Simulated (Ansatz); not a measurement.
**How far each method lies from full CI for AsH2⁺, singlet**

Geometry: that of the AsH2, doublet, kept fixed.

```yaml
atoms:
  - { symbol: As, position_ang: [0.0000, -0.0281, 0.0000] }
  - { symbol: H, position_ang: [0.0000, 1.0445, -1.0859] }
  - { symbol: H, position_ang: [0.0000, 1.0445, 1.0859] }
```

Basis cc-pVDZ; Ansatz 0.2.0. Only valence electrons are correlated (noble-gas cores and the filled d shells of p-block atoms frozen), which leaves 6 electrons in 23 orbitals. Prefix R: restricted or restricted open-shell reference; prefix U: unrestricted. Active spaces: valence = (6e, 6o) chosen from the atoms' valence shells. No spin–orbit coupling is included, and no scalar relativity.

Full CI is exact within this basis and frozen core; it isn't the basis-set limit. The frozen core follows each run's orbitals, which can shift R against U totals by a few meV for light atoms and by up to 0.1 eV past Ca.

The UHF ⟨S²⟩ is 0.237 and the T1 diagnostic (RCCSD) is 0.0120. The largest doubles amplitude (RCCSD) is 0.088.

```
                   level  E − E(full CI) (meV)  share of correlation (%)  wall time
                     RHF                  3226                      0.00          –
                    RMP2                   806                     75.03          –
                    CISD                   197                     93.90      0.6 s
                   RCCSD                    74                     97.70          –
                RCCSD(T)                    17                     99.48     0.45 s
                 BCCD(T)                    17                     99.48     0.48 s
                  RCCSDT                     3                     99.90          –
                  CISDTQ                     4                     99.89      1.1 s
               RCCSDT(Q)                     1                     99.98        1 s
                 RCCSDTQ                     0                    100.00      4.8 s
  CASSCF (valence space)                  1764                     45.33          –
  NEVPT2 (valence space)                   491                     84.79     0.93 s
  MRCISD (valence space)                    59                     98.18          –
MRCISD+Q (valence space)                     1                     99.97      1.3 s
```

The correlation energy at full CI, counted from RHF, is -3.226 eV. That run took 3 s on 1 thread of Arm Neoverse V1, shared host over 786,897 determinants.

Run but not shown, since their state, orbitals or frozen core can't be matched to the reference's or they repeat it: UHF.

Times hold each run's SCF and search for its determinant on a shared host, so for small cases they say little of a method's own cost; they ran on 1 thread of Arm Neoverse V1.

The full-CI state has the irrep A1 of C2v, in the program's axes.

Natural occupations of full CI about the gap: 1.964 1.946 1.915 0.052 0.043 0.028 0.011 0.007 0.007 0.006; effectively unpaired electrons, Σ n²(2−n)², 0.06.
